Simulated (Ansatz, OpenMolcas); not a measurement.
**The same job for OpenMolcas**

Ansatz 0.2.0 runs this on singlet AlH3:

job.yaml:
```yaml
crystal:
  periodic: [false, false, false]
  atoms:
    - {symbol: Al, position_ang: [-0.161060, 0.455350, -0.307260]}
    - {symbol: H, position_ang: [0.471920, 0.754070, 1.224440]}
    - {symbol: H, position_ang: [-1.350110, -0.683860, 0.050500]}
    - {symbol: H, position_ang: [1.039250, -0.525560, -0.967690]}
basis:
  gaussian: {orbitals: 3-21G.json}
correlation: {frozen_orbitals: {Al: 5, H: 0}}
hamiltonian: {xc: {name: B2PLYP}}
accuracy: high
```

```bash
$ ansatz run job.yaml --threads 1 --pin off --max-ram 2610MiB --events-out events.jsonl --progress --plain --runs-dir runs
```

(Basis files named in the input come from the Basis Set Exchange and aren't shown.)

Geometry: a GFN2-xTB relaxation, a rough one for these elements and not checked as a minimum. That shape belongs to the parent species and isn't relaxed for this state.

It gives a total energy of -242.643794 Eh.

Write the same calculation for OpenMolcas 26.06 as an input file of the program's own.

For example:

input.xyz:
```
4

Al    -0.161060     0.455350    -0.307260
H      0.471920     0.754070     1.224440
H     -1.350110    -0.683860     0.050500
H      1.039250    -0.525560    -0.967690
```

calc.input:
```
&GATEWAY
BasLib = $CurrDir
Coord = input.xyz
Basis = 3-21G
Group = NoSym
&SEWARD
GridInput
Grid=UltraFine
End of Grid
&SCF
KSDFT = B2PLYP_SCF
Thresholds = 1e-10 1e-07 1e-07 1e-05
PrOrbitals = 1 1
&MBPT2
Frozen = 5
```

```bash
$ export MOLCAS_MEM=1860
$ pymolcas calc.input > calc.log
```

(Basis files named in the input come from the Basis Set Exchange and aren't shown.)

Its energy is -242.643794 Eh, 0.000 mEh from the first.
